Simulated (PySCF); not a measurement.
Molecule: magnesium dihydride, H₂Mg.

Molfile (atoms numbered from 1):
```
H2Mg
     RDKit          3D

  3  2  0  0  0  0  0  0  0  0999 V2000
    0.0017   -0.0346   -0.0148 Mg  0  0  0  0  0  2  0  0  0  0  0  0
   -1.7034   -0.0294   -0.0176 H   0  0  0  0  0  0  0  0  0  0  0  0
    1.7083   -0.0383   -0.0126 H   0  0  0  0  0  0  0  0  0  0  0  0
  1  2  1  0
  1  3  1  0
M  END
```

Geometry PBE0-D3(BJ)/def2-SVP throughout; GIAO in PySCF 2.14.0 with density-fitted response routines, gas phase, one conformer, non-relativistic; equivalent atoms averaged; functional PBE0.

For orientation, cc-pVDZ gives these absolute shieldings σ: Mg1 487.2, H2/H3 26.37 ppm.

A run gave: Mg1 481.0, H2/H3 26.47 ppm (absolute shieldings σ).

Problem. Which basis set was used in that run?
A. pcSseg-2
B. 6-31G*
C. pcSseg-0
D. aug-cc-pVDZ

Solution. B. Mg1 tells them apart best: 6-31G* gives 481.0, pcSseg-2 gives 435.2, pcSseg-0 gives 455.5, aug-cc-pVDZ gives 486.9 ppm.
